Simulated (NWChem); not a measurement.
## Correlation energy of ethylene (C2H4)

SMILES: C=C
```xyz
6

C      0.0000     0.0000     0.6703
C      0.0000     0.0000    -0.6703
H      0.9374     0.0000     1.2507
H     -0.9374     0.0000     1.2507
H     -0.9374     0.0000    -1.2507
H      0.9374     0.0000    -1.2507
```
Charge 0, spin multiplicity 1.

Everything below was run with NWChem. Structure: optimised with PBE/def2-SVP, a minimum by its harmonic frequencies.

Basis set: def2-SVP. Each correlation energy counts from its own Hartree-Fock reference.

The correlated methods keep 2 core orbitals frozen. No row is a measurement; the coupled-cluster row has its own basis-set and correlation limits.

### Question
For the correlation energy, MP2 gives -275.7 mHa and SCS-MP2 gives -279.4 mHa. What do CCSD, CCSD+T(CCSD), CCSD(T) give?

### Answer
CCSD: -305.7 mHa; CCSD+T(CCSD): -316.2 mHa; CCSD(T): -315.8 mHa.
